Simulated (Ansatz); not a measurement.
A nudged elastic band was laid between two geometries of CH4AlCl (7 atoms, charge 0, multiplicity 1).

Method: Ansatz 0.2.0, RHF/def2-SVP.

```json
{
 "movable images": "7",
 "climbing image": "yes",
 "spring": "5.0 eV/Å²",
 "optimiser": "quadratic models (default)",
 "start path": "through a guess of the saddle point",
 "force threshold": "0.05 eV/Å",
 "iteration limit": "60",
 "end points": "relaxed"
}
```

Initial state:

```xyz
7
Properties=species:S:1:pos:R:3
Al 0.602 0.052 -0.028
C 1.068 -0.032 1.867
H 0.200 -0.177 2.514
H 1.770 -0.852 2.054
H 1.574 0.887 2.182
H 1.648 0.254 -1.182
Cl -1.422 -0.132 -0.626
```

Final state:

```xyz
7
Properties=species:S:1:pos:R:3
Al -1.563 1.167 -1.844
C 1.800 -0.145 1.821
H 0.831 -0.357 1.370
H 1.972 -0.829 2.652
H 1.817 0.882 2.187
H 2.587 -0.276 1.077
Cl -2.004 -0.442 -0.482
```

**Question.** What changes between the two ends?

**Answer.** Bonds broken: Al1–C2, Al1–H6. Bonds formed: C2–H6. CH4AlCl becomes AlCl + CH4.

**Question.** Give the energies along the band, and the barrier.

**Answer.** The run converged. The highest image is number 3 of 0 to 8, 100.7 kcal/mol above the first end and 91.1 kcal/mol above the last; the last end lies 9.7 kcal/mol above the first. Neighbouring images differ by up to 3.5 eV, so the band resolves the path poorly. A vibrational analysis at the climbing image gives one clearly imaginary mode, 1929i cm⁻¹: a first-order saddle point. The orbitals stay closed-shell, which can raise the energy where a bond breaks towards radicals; this wasn't checked here.

| image | path coordinate (Å) | energy (kcal/mol) | Al1–C2 (Å) | Al1–H6 (Å) | C2–H6 (Å) |
| --- | --- | --- | --- | --- | --- |
| 0 | 0.00 | 0.0 | 1.95 | 1.57 | 3.12 |
| 1 | 0.92 | 0.0 | 1.95 | 1.57 | 3.13 |
| 2 | 1.84 | 20.6 | 1.92 | 1.53 | 2.54 |
| 3 | 2.76 | 100.7 | 2.20 | 1.57 | 1.68 |
| 4 | 3.60 | 23.1 | 2.84 | 2.13 | 1.12 |
| 5 | 4.44 | 11.0 | 3.71 | 3.06 | 1.09 |
| 6 | 5.29 | 10.1 | 4.32 | 3.87 | 1.09 |
| 7 | 6.13 | 9.8 | 4.57 | 4.39 | 1.09 |
| 8 | 6.97 | 9.7 | 5.14 | 5.28 | 1.09 |

**Question.** What is the geometry of the highest image?

**Answer.** 
```xyz
7
Properties=species:S:1:pos:R:3
Al 0.469 -0.048 -0.504
C 1.151 -0.043 1.592
H 0.444 -0.735 2.065
H 2.154 -0.267 1.956
H 0.911 0.995 1.859
H 1.873 -0.372 0.111
Cl -1.563 0.470 -0.298
```

Run time: 75 s on 1 thread of Arm Neoverse V1, with other jobs on the host, peak memory 0.12 GiB.
